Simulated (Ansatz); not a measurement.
A nudged elastic band was laid between two geometries of CHO$_{2}$ (4 atoms, charge -1, multiplicity 1).

Theory: RKS revPBE-D4/def2-mTZVP (Ansatz 0.2.0).

```json
{
 "movable images": "1",
 "climbing image": "no",
 "spring": "5.0 eV/Å²",
 "optimiser": "quadratic models (default)",
 "start path": "through a guess of the saddle point",
 "force threshold": "0.05 eV/Å",
 "iteration limit": "60",
 "end points": "relaxed"
}
```

Initial state:

```xyz
4
Properties=species:S:1:pos:R:3
O -0.020 0.341 1.257
C 0.635 -0.362 0.465
O 0.083 -0.299 -0.906
H -0.698 0.319 -0.816
```

Final state:

```xyz
4
Properties=species:S:1:pos:R:3
O 0.237 0.221 1.558
C 0.512 -0.264 0.471
O -0.553 0.255 -0.624
H -0.197 -0.213 -1.405
```

(1) What changes between the two ends?

(2) What energy profile does the band end with?

(3) What is the geometry of the highest image?

The band took 8 iterations and roughly 17 core-seconds.

Answers

(1) No bond is made or broken. The dihedral O1–C2–O3–H4 goes from 0 to 180°.

(2) It converged. The highest image is number 1 of 0 to 2, 39.4 kJ/mol above the first end and 30.7 kJ/mol above the last; the last end lies 8.7 kJ/mol above the first. No image climbed, so the highest image needn't sit at the top of the path. So few images can step over the top or miss a turn of the path. Limits of this set-up: an anion without diffuse functions.

| image | path coordinate (Å) | energy (kJ/mol) | dihedral O1–C2–O3–H4 (°) |
| --- | --- | --- | --- |
| 0 | 0.00 | 0.0 | 0 |
| 1 | 0.81 | 39.4 | 90 |
| 2 | 1.61 | 8.7 | 180 |

(3) 
```xyz
4
Properties=species:S:1:pos:R:3:forces:R:3
O 0.067 0.115 1.520 0.01 -0.02 0.00
C 0.761 -0.010 0.551 0.00 0.02 0.00
O -0.308 -0.504 -0.877 -0.02 0.01 0.01
H -0.520 0.399 -1.194 0.02 -0.01 -0.01
```

Time of the run: 20 s on 1 thread of AMD EPYC (Zen 3), with other jobs on the host, peak memory 0.11 GiB.
